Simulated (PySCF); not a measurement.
Below is a simulated gas-phase Si 2p photoelectron spectrum of `[H][Al]([H])[CH2][SiH3]` (AlH2(CH2SiH3)).

Every computed line was given a Gaussian of 0.4 eV full width at half maximum and an area set by the number of equivalent atoms (split 2:1 within a doublet); the highest printed point is 100. Method: PySCF 2.14.0, delta-SCF UKS SCAN, pcX-2 on the ionised atom, pcseg-1 elsewhere, spin-free X2C.

```tsv
binding energy (eV)	intensity
106.1	0
106.2	2
106.3	9
106.4	27
106.5	59
106.6	91
106.7	100
106.8	78
106.9	45
107.0	27
107.1	30
107.2	44
107.3	51
107.4	42
107.5	25
107.6	10
107.7	3
107.8	1
```

Problem. Count the maxima, the lines and the sites behind this envelope.

Solution. The curve has 2 maxima (at 106.7 and 107.3 eV). Under it lie 2 lines from 1 inequivalent silicon site, drawn as a 2p3/2, 2p1/2 pair.

Problem. Decompose the envelope and assign each component. Bonds: Al1–C4, C4–Si5. Hydrogens: H2, H3 on Al1; H6, H7 on C4; H8, H9, H10 on Si5.

Solution. 
```tsv
position (eV)	relative area	line	atoms	environment
106.68	0.67	Si 2p3/2	Si5	silicon bonded to C and 3 H
107.30	0.33	Si 2p1/2	Si5	silicon bonded to C and 3 H
```

Problem. What are the centre and the root-mean-square width of the whole band?

Solution. The area-weighted mean of the lines is 106.88 eV. Their own spread about it is 0.29 eV (rms) and each Gaussian has σ = 0.4/2.355 = 0.17 eV; the variances add, which gives 0.34 eV.

No satellites, vibrations or lifetime broadening are included. Spin–orbit coupling isn't in the SCF: each 2p doublet comes from a relaxed spin-free hole plus a matrix of the shell (mean-field spin–orbit coupling and the ground-state 2p splitting), with 2p3/2 averaged over its two sublevels. 2p1/2 minus 2p3/2 (ligand field included): Si 0.62 eV. The structure is a single PBE0-D3(BJ)/def2-SVP conformer in the gas phase; no vibrational or solvent corrections.
